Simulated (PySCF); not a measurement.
C: ionisation energy

C [He] 2s2 2p2 (3P) → C⁺ [He] 2s2 2p1 (2P), as a difference of total energies. Computed with PySCF 2.14 in jorge-DZP-DKH (4s2p1d, 15 functions), with scalar relativity by spin-free X2C-1e. Correlated levels: valence: 1s2 frozen. The calculations carry no spin-orbit coupling.

Order these methods by the ionisation energy they give, lowest first.
A. SCS-MP2 (valence)
B. MP2 (valence)
C. PBE
D. UHF

D (10.813 eV), A (10.975 eV), B (11.079 eV), C (11.522 eV).

Errors of the correlated levels include the incompleteness of this basis and the frozen core.

For comparison: 11.262 eV (measured; NIST levels, between the centres of gravity of the two terms).
